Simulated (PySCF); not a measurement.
Molecule: `CCOC(F)F`, C₃H₆F₂O.

Bonds (- single, = double, # triple, : aromatic): C1-C2, C2-O3, O3-C4, C4-F5, C4-F6. C1 carries H7, H8, H9; C2 carries H10, H11; C4 carries H12.

Frames of a GFN2-xTB Langevin trajectory at 600 K; GIAO PBE0/pcSseg-1 shieldings in PySCF 2.14.0 with density-fitted response routines, gas phase, non-relativistic; equivalent atoms averaged within each frame.

References, each an isolated molecule treated in the same way: $^{13}$C (σ = 186.93 ppm) and $^{1}$H (σ = 31.72 ppm) against TMS; H2O for $^{17}$O (σ = 336.08 ppm); $^{19}$F (σ = 170.95 ppm) vs CFCl3. The references are static minima.

How do the shifts (ppm) fluctuate along the trajectory?

## Answers


```csv
time (fs),C4,C2,C1,O3,F5/F6,H12,H10/H11,H7/H8/H9
optimised geometry,125.4,66.9,16.9,118.1,-99.5,6.33,3.87,1.44
250,120.5,72.3,13.5,128.0,-105.9,6.48,4.83,2.17
425,121.0,74.7,18.5,111.6,-67.6,7.27,5.43,3.30
625,127.2,63.7,17.5,103.7,-61.1,6.60,4.41,1.93
800,123.5,67.5,18.7,111.2,-93.3,6.71,3.96,1.75
1000,123.5,62.4,21.4,111.4,-100.7,6.98,4.53,1.79
mean of frames,123.1,68.1,17.9,113.2,-85.7,6.81,4.63,2.19
standard deviation,2.7,5.3,2.8,9.0,20.1,0.32,0.55,0.64
```

5 frames give an uncertainty of the mean of about the standard deviation over 2.2 at best, since frames this close in time may not be independent; classical motion lacks zero-point vibration, and the reference would need the same averaging.
